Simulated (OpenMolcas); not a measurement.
# SiH3F (SMILES F[SiH3]): CCSD(T)/6-31G

Aim: the vertical singlet–triplet gap of SiH3F at CCSD(T)/6-31G, from 2 runs. 

The calculation is run with OpenMolcas 26.06.

7 further runs of the same task are left out: 7 set aside as unsound or not needed.

### 1 Starting point

The species is SiH3F (5 atoms), meant as a singlet with charge 0. SMILES: `F[SiH3]`. The coordinates come from a PBE0-D4/def2-TZVP relaxation.

Bond lengths: F1–Si2 1.600 Å, Si2–H3 1.482 Å, Si2–H4 1.482 Å, Si2–H5 1.482 Å. Angles: F1–Si2–H3 108.3°, F1–Si2–H4 108.3°, F1–Si2–H5 108.3°, H3–Si2–H4 110.6°, H3–Si2–H5 110.6°, H4–Si2–H5 110.6°.

### 2 A single-point energy at CCSD(T)/6-31G

File job.inp:

```
&GATEWAY
 BasLib = $CurrDir
 Coord
 5
 angstrom
 F       -1.274600       0.162800       0.858000
 Si       0.043300      -0.019300      -0.030700
 H       -0.367800      -0.192600      -1.443700
 H        0.768600      -1.217900       0.451600
 H        0.880500       1.193400       0.123400
 Basis = 6-31G
 Group = NoSym

&SEWARD

&SCF
 PrOrbitals = 1 1

&RASSCF
 FileOrb = $Project.ScfOrb
 Spin = 1
 Nactel = 0 0 0
 Inactive = 13
 Ras2 = 0
 OutOrbitals = Canonical
 OrbListing = Nothing

&MOTRA
 JobIph
 Frozen = 0

&CCSDT
 CCT
 Triples = 2
 Iterations = 50
 Extrapolation = 5 4
```

The basis set 6-31G is read from a file made from the Basis Set Exchange's data (not shown).

Started as:

```console
$ export MOLCAS_MEM=1860
$ pymolcas job.inp > job.log
```

Output:

```text
--- Start Module: gateway ---

                                              &GATEWAY

                       available to each process: 1.9 GB of memory, 1 thread

 Basis Set     1 Label: F.6-31G
 Basis set is read from library:.
 basistype.tbl is not found

 Basis Set     2 Label: SI.6-31G
 Basis set is read from library:.
 basistype.tbl is not found

 Basis Set     3 Label: H.6-31G
 Basis set is read from library:.
 basistype.tbl is not found

++    Symmetry information:
      ---------------------

                    Character Table for C1

                             E
                    a        1  x, y, xy, Rz, z, xz, Ry, yz, Rx, I
--

++    Basis set information:
      ----------------------

      Basis set label: F.6-31G.........

      Electronic valence basis set:
      ------------------
      Associated Effective Charge   9.000000 au
      Associated Actual Charge      9.000000 au
      Nuclear Model: Point charge

      Shell  nPrim  nBasis  Cartesian Spherical Contaminant
         s      10       3        X
         p       4       2        X

      Basis set label: SI.6-31G.........

      Electronic valence basis set:
      ------------------
      Associated Effective Charge  14.000000 au
      Associated Actual Charge     14.000000 au
      Nuclear Model: Point charge

      Shell  nPrim  nBasis  Cartesian Spherical Contaminant
         s      16       4        X
         p      10       3        X

      Basis set label: H.6-31G.........

      Electronic valence basis set:
      ------------------
      Associated Effective Charge   1.000000 au
      Associated Actual Charge      1.000000 au
      Nuclear Model: Point charge

      Shell  nPrim  nBasis  Cartesian Spherical Contaminant
         s       4       2        X
--

++    Molecular structure info:
      -------------------------

                    ************************************************
                    **** Cartesian Coordinates / bohr, angstrom ****
                    ************************************************

     Center  Label                x              y              z                     x              y              z
        1      F1              -2.408645       0.307647       1.621385             -1.274600       0.162800       0.858000
        2      SI2              0.081825      -0.036472      -0.058015              0.043300      -0.019300      -0.030700
        3      H3              -0.695041      -0.363961      -2.728198             -0.367800      -0.192600      -1.443700
        4      H4               1.452444      -2.301497       0.853400              0.768600      -1.217900       0.451600
        5      H5               1.663904       2.255199       0.233192              0.880500       1.193400       0.123400

                    ***************************************
                    *    InterNuclear Distances / bohr    *
                    ***************************************

               1 F1            2 SI2           3 H3            4 H4            5 H5
    1 F1       0.000000
    2 SI2      3.023449        0.000000
    3 H3       4.722961        2.800116        0.000000
    4 H4       4.722864        2.799931        4.603649        0.000000
    5 H5       4.722890        2.799916        4.603743        4.603570        0.000000

                    *******************************************
                    *    InterNuclear Distances / angstrom    *
                    *******************************************

               1 F1            2 SI2           3 H3            4 H4            5 H5
    1 F1       0.000000
    2 SI2      1.599940        0.000000
    3 H3       2.499284        1.481757        0.000000
    4 H4       2.499232        1.481660        2.436146        0.000000
    5 H5       2.499246        1.481652        2.436196        2.436104        0.000000

                    **************************************
                    *    Valence Bond Angles / degree    *
                    **************************************
                          Atom centers                 Phi
                      3 H3       2 SI2      4 H4       110.59
                      3 H3       2 SI2      5 H5       110.59
                      4 H4       2 SI2      5 H5       110.59
--

            Nuclear Potential Energy             63.04280721 au

--- Stop Module: gateway /rc=_RC_ALL_IS_WELL_ ---

--- Start Module: seward ---

                                              &SEWARD

                       available to each process: 1.9 GB of memory, 1 thread

               SEWARD will generate:
                  Multipole Moment integrals up to order  2
                  Kinetic Energy integrals
                  Nuclear Attraction integrals (point charge)
                  One-Electron Hamiltonian integrals
                  Velocity integrals
                  Orbital angular momentum around ( -0.8206   0.0882   0.5505 )
                  Velocity quadrupole around ( -0.8206   0.0882   0.5505 )
                  Two-Electron Repulsion integrals

                   Integrals are discarded if absolute value <: 1.00E-14
                   Integral cutoff threshold is set to       <: 1.00E-16

            Nuclear Potential Energy             63.04280721 au

      Basis set specifications :
      Symmetry species         a
      Basis functions           28

--- Stop Module: seward /rc=_RC_ALL_IS_WELL_ ---

--- Start Module: scf ---

                                                &SCF

                       available to each process: 1.9 GB of memory, 1 thread

++    Input section:
      --------------

      Header of the integral files:

[... 10 lines left out ...]
      Nuclear repulsion energy =   63.04280721
[... 40 lines left out ...]
++ Convergence information
                                   SCF        iterations: Energy and convergence statistics
[... 13 lines left out ...]
       Convergence after   9 Iterations
[... 3 lines left out ...]
 *                                             SCF/KS-DFT Program, Final results                                             *
 *                                                       Final Results                                                       *
[... 61 lines left out ...]
      Dipole Moment (debye):
[... 34 lines left out ...]
      Nuclear repulsion energy =   63.04280721
[... 68 lines left out ...]
                                         RASSCF iterations: Energy and convergence statistics
[... 8 lines left out ...]
      Convergence after  4 iterations
[... 2 lines left out ...]
      Natural orbitals and occupation numbers for root  1
[... 2 lines left out ...]
      *                                                    Final results                                                     *
[... 2 lines left out ...]
++    Final optimization conditions:
[... 3 lines left out ...]
      RASSCF energy for state  1                   -390.05697495
[... 9 lines left out ...]
      Final state energy(ies):
[... 2 lines left out ...]
::    RASSCF root number  1 Total energy:   -390.05697495
      Von Neumann Entropy (Root   1) = -0.00000
[... 28 lines left out ...]
      Dipole Moment (debye):
[... 12 lines left out ...]
      Natural orbitals for root   1 are written to the RASORB.1 file
      Spin density orbitals for root   1 are written to the SPDORB.1 file
[... 9 lines left out ...]
      *** WARNING: Default frozen orbitals is overwritten by user input.
[... 17 lines left out ...]
      Nuclear repulsion energy =   63.04280721
[... 31 lines left out ...]
      Symmetry species                           1
      Frozen orbitals                            0
      Deleted orbitals                           0

      Wave function specifications from previous RASSCF:
      --------------------------------------------------

      Number of closed shell electrons          26
      Number of electrons in active shells       0
      Max number of holes in RAS1 space          0
      Max number of electrons in RAS3 space      0
      Number of inactive orbitals               13
      Number of active orbitals                  0
      Number of secondary orbitals              15
      Spin quantum number                      0.0
      State symmetry                             1
      Number of configuration state fnc.         1
      Number of root(s) available                1
      CI root used                               1
      This is a closed shell RHF reference function

      Orbital specifications from previous RASSCF:
      --------------------------------------------

      Symmetry species                           1
      Frozen orbitals                            0
      Inactive orbitals                         13
      Active orbitals                            0
      Secondary orbitals                        15
      Deleted orbitals                           0
      Number of basis functions                 28

      SCF energy:   -390.05697495
      -----------

      Required WRK size-sum :               298936

      Wave function specifications:
      -----------------------------

      Spin mutiplicity                           1
      State symmetry                             1

      Orbital specifications:
      -----------------------

      Symmetry species                           1
      Total no. of orbitals                     28
      No. of occupied orbitals with alpha spin  13
      No. of occupied orbitals with beta spin   13
      No. of virtual orbitals with alpha spin   15
      No. of virtual orbitals with beta spin    15

      Methods and options:
      --------------------

      Max no. of iterations                  50
      Type of denominators                  diagonal Fock matrix elements
      energy convergence criterium                0.00000010000000

 DIIS EXTRAPOLATION USED     : YES
 FIRST ITERATION OF EXT.     :  5
 EXTRAPOLATION CYCLE         :  4

 SPIN ADAPTATION             : NONE
 RST. INF. WILL BE SAVED IN  : RSTART
 PREFERENCE MATRIX MULT.     : NORMAL
 DENOMINATOR SHIFT FOR OCC.  :      0.00000
 DENOMINATOR SHIFT FOR VIRT. :      0.00000
 LEVEL OF OUTPUT PRINTING    : MINIMAL
 INPUT/OUTPUT HANDLING       : Standard SQ
 MATRIX OPERATIONS           : ESSL

  nProcs, myRank                    1                    0
  Basic Work space requirements    :               370164
  Max Size            232498275
  Final Work space requirements    :               407796
  Allocation of work space   : Done

      Iteration       Total enegy      Corr. energy      Difference
          1         -390.24066751      -0.18369256      -0.18369256
          2         -390.24676932      -0.18979437      -0.00610181
          3         -390.25382030      -0.19684534      -0.00705097
[... 6 lines of this table left out ...]
         10         -390.25605016      -0.19907521      -0.00000005
      Convergence after                    11  Iterations

      Total energy (diff) :    -390.25605016      -0.00000005
      Correlation energy  :        -0.1990752094846
      Reference energy    :      -390.0569749503756
      E1aa   contribution :       0.00000000
      E1bb   contribution :       0.00000000
      E2aaaa contribution :      -0.01725663
      E2bbbb contribution :      -0.01725663
      E2abab contribution :      -0.16456195

 Five largest amplitudes of :T1aa
  SYMA   SYMB   SYMI   SYMJ     A      B      I      J     VALUE
    1      0      1      0      2      0     10      0     0.0209854518
    1      0      1      0      3      0      9      0     0.0209847326
    1      0      1      0      1      0     11      0    -0.0088884299
    1      0      1      0      8      0      8      0     0.0079091763
    1      0      1      0      4      0      8      0    -0.0078961300
 Euclidian norm is :     0.0388102287

 Five largest amplitudes of :T1bb
  SYMA   SYMB   SYMI   SYMJ     A      B      I      J     VALUE
    1      0      1      0      2      0     10      0     0.0209854518
    1      0      1      0      3      0      9      0     0.0209847326
    1      0      1      0      1      0     11      0    -0.0088884299
    1      0      1      0      8      0      8      0     0.0079091763
    1      0      1      0      4      0      8      0    -0.0078961300
 Euclidian norm is :     0.0388102287

 Five largest amplitudes of :T2aaaa
  SYMA   SYMB   SYMI   SYMJ     A      B      I      J     VALUE
    1      1      1      1     13     12     10      9     0.0185802549
    1      1      1      1     14     12     11     10     0.0133936307
    1      1      1      1     14     13     11      9     0.0133933798
    1      1      1      1     12      8     11     10     0.0098301802
    1      1      1      1     13      8     11      9     0.0098299056
 Euclidian norm is :     0.0653465722

 Five largest amplitudes of :T2bbbb
  SYMA   SYMB   SYMI   SYMJ     A      B      I      J     VALUE
    1      1      1      1     13     12     10      9     0.0185802549
    1      1      1      1     14     12     11     10     0.0133936307
    1      1      1      1     14     13     11      9     0.0133933798
    1      1      1      1     12      8     11     10     0.0098301802
    1      1      1      1     13      8     11      9     0.0098299056
 Euclidian norm is :     0.0653465722

 Five largest amplitudes of :T2abab
  SYMA   SYMB   SYMI   SYMJ     A      B      I      J     VALUE
    1      1      1      1     12     12     10     10    -0.0348490468
    1      1      1      1     13     13      9      9    -0.0348478068
    1      1      1      1      4      4     12     12    -0.0338981524
    1      1      1      1      4      4     13     13    -0.0338965473
    1      1      1      1      7      7     12     12    -0.0305034693
 Euclidian norm is :     0.2603736201

      Happy Landing!

  **********************************
   Triples Contribution Calculation
  **********************************

 NORB  28
 NOA   13
 NOB   13
 NVA   15
 NVB   15

 NUMBER OF IRREPS             :  1
 MULTIPLICITY                 :  1
 OVERALL SYMMETRY STATE       :  1
 METHOD                       : CCSD+T(CCSD)+<T3(1)WT1> = CCSD(T)
 TYPE OF DENOMINATOR          : DIAGONAL
 SPIN ADAPTATION             : NONE
 CCSD RESULTS LOAD FROM FILE : RSTART
 PREFERENCE MATRIX MULT.     : NORMAL
 DENOMINATOR SHIFT FOR OCC.  :  0.00000E+00
 DENOMINATOR SHIFT FOR VIRT. :  0.00000E+00
 LEVEL OF OUTPUT PRINTING    : MINIMAL
 INPUT/OUTPUT HANDLING       : Standard SQ
 MATRIX HANDLING             : ESSL
 IJ CYCLE SEGMENTED          : NO

  Work space requirements :               224352
  Allocation of work space : Done
       CCSD     =      -390.2560501598602
       T3 corr. =        -0.0023730593991
       CCSD + T3=      -390.2584232192593
  T3 energy decomposition into spin parts
  Eaaa =  -4.1858484086304779E-005
  Eaab =  -1.1446712154600026E-003
  Eabb =  -1.1446712154600024E-003
  Ebbb =  -4.1858484086304772E-005

      Happy Landing!

--- Stop Module: ccsdt /rc=_RC_ALL_IS_WELL_ ---
--- Module ccsdt spent 1 second ---

.##################.
.# Happy landing! #.
.##################.

    Timing: Wall=3.22 User=2.17 System=0.57
```

Wall time 3.6 s (1 thread of Intel Xeon Platinum 8488C (Sapphire Rapids), shared host); peak memory 0.37 GiB.

[end of part 1 of 2]
